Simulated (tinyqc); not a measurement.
Worked calculation: extended Hueckel theory, for LiH. Computed by tinyqc, a small Python program that keeps every step (integrals from PySCF). Settings: charge = 0, K = 1.75, weighted = 1, multiplicity = 1. Command: `OMP_NUM_THREADS=1 python tinyqc.py 24787 24788 out.jsonl` (the two numbers bound the seeds that draw the settings). One thread of a shared host (Intel(R) Xeon(R) Processor @ 2.60GHz), about 0.01 s of CPU time with the checks.

## Overlaps

Geometry (angstrom):
```
atom        x        y        z
Li    0.00000  0.00000  0.00000
H     0.00000  0.00000  1.75200
```

Parameters chosen for this run:
```
element  shell  Slater exponent  H_ii (eV)
H           1s          1.30000  -13.60000
Li          2s          0.65000   -5.40000
Li          2p          0.65000   -3.50000
```

Slater orbitals, each expanded in six Gaussians scaled to its exponent.

overlap S:
```
          1Li 2s  1Li 2px  1Li 2py  1Li 2pz    2H 1s
1Li 2s   1.00000  0.00000  0.00000  0.00000  0.33482
1Li 2px  0.00000  1.00000  0.00000  0.00000  0.00000
1Li 2py  0.00000  0.00000  1.00000  0.00000  0.00000
1Li 2pz  0.00000  0.00000  0.00000  1.00000  0.46197
2H 1s    0.33482  0.00000  0.00000  0.46197  1.00000
```

## Wolfsberg-Helmholz matrix

diagonal H_ii (eV): 1Li 2s -5.40000, 1Li 2px -3.50000, 1Li 2py -3.50000, 1Li 2pz -3.50000, 2H 1s -13.60000

K = 1.75000

H_ij = K' S_ij (H_ii + H_jj)/2 for i != j (the diagonal keeps H_ii), with K' = K + D^2 + D^4 (1 - K), D = (H_ii - H_jj)/(H_ii + H_jj), K = 1.75.

H (eV):
```
           1Li 2s   1Li 2px   1Li 2py   1Li 2pz      2H 1s
1Li 2s   -5.40000   0.00000   0.00000   0.00000   -6.07599
1Li 2px   0.00000  -3.50000   0.00000   0.00000    0.00000
1Li 2py   0.00000   0.00000  -3.50000   0.00000    0.00000
1Li 2pz   0.00000   0.00000   0.00000  -3.50000   -7.92972
2H 1s    -6.07599   0.00000   0.00000  -7.92972  -13.60000
```

## Orbitals

valence electrons = 2

Solve H C = S C e through S^(-1/2); fill by pairs from the bottom, a degenerate level sharing its electrons equally; each orbital has its largest coefficient positive (the first on a tie).

orbital energies (eV): -14.02170  -4.80815  -3.50000  -3.50000  4.65616

occupations: 2.00000  0.00000  0.00000  0.00000  0.00000

coefficients:
```
             MO1       MO2      MO3       MO4       MO5
1Li 2s   0.14164   0.86580  0.00000   0.00000   0.62971
1Li 2px  0.00000   0.00000  0.30150   0.95347   0.00000
1Li 2py  0.00000   0.00000  0.95347  -0.30150   0.00000
1Li 2pz  0.12200  -0.50067  0.00000   0.00000   1.02512
2H 1s    0.88405  -0.11473  0.00000   0.00000  -0.82941
```

sum of one-electron energies = -28.04339 eV

Within a degenerate level the vectors are fixed only up to a rotation; this is one choice.

## Mulliken analysis

P = C n C^T; charge = valence electrons (H 1, Li 1) minus the sum of (P S)_ii on the atom; overlap population = 2 sum P_ij S_ij between two atoms.

charges: 1Li 0.74660, 2H -0.74660

Overlap populations:
```
pair     value
2-1   0.367006
```
